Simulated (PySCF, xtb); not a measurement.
FH. Atoms are numbered in the order given.

```xyz
2

F      0.0000     0.0000    -0.0925
H      0.0000     0.0000     0.8329
```
Charge 0, spin multiplicity 1.

The structure is a stationary point at B3LYP-D3(BJ)/def2-TZVPD.

Computed with IEF-PCM-M06-2X/def2-TZVPD (PySCF).

The values are the electrostatic part of the solvation free energy, E(continuum) − E(gas) at the gas-phase geometry, in a cavity of scaled van der Waals radii (PySCF's table); cavitation and dispersion terms are not included. In vacuum the orbital gap is 14.68 eV. The dipole moment in vacuum is 1.84 D.

### Question
Estimate the values in water (ε = 78.36), chlorobenzene (ε = 5.70), toluene (ε = 2.37). (The exact figures need the calculation; the answer reports its results.)

### Answer

| solvent | ε | ΔG(elec) (kcal/mol) | dipole (D) | gap (eV) |
|---|---|---|---|---|
| water | 78.36 | -5.2 | 2.13 | 15.41 |
| chlorobenzene | 5.70 | -4.0 | 2.06 | 15.25 |
| toluene | 2.37 | -2.5 | 1.98 | 15.04 |

For comparison, GFN2-xTB/ALPB(water) (xtb, at the GFN2-xTB geometry, all terms of that model) gives -12.4 kcal/mol.
